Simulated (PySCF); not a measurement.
Geometry:
| atom | x (Å) | y (Å) | z (Å) |
| --- | --- | --- | --- |
| F1 | -0.227 | 0.157 | -1.286 |
| C2 | 0.000 | 0.000 | 0.000 |
| F3 | -0.772 | -0.957 | 0.468 |
| F4 | 1.262 | -0.323 | 0.185 |
| F5 | -0.262 | 1.123 | 0.633 |

Geometry: PBE0-D3(BJ)/def2-SVP; GIAO absolute shieldings from PySCF, gas phase, non-relativistic, averaged over equivalent atoms.

At B97-2/pcSseg-2 (180 basis functions, 6.3 s wall time on 1 thread of an x86-64 server CPU, shared host):
```tsv
atoms	σ (ppm)
F1/F3/F4/F5	249.5
C2	52.9
```

Task: Predict the values at HF/pcSseg-2 on the same geometry.

Result: 
```csv
atoms,σ at HF/pcSseg-2,change
F1/F3/F4/F5,282.9,+33.4
C2,79.1,+26.2
```

The largest change is at F1/F3/F4/F5 (fluorine of CF4). Cost: 180 basis functions, 3.1 s wall time on 1 thread of an x86-64 server CPU, shared host.
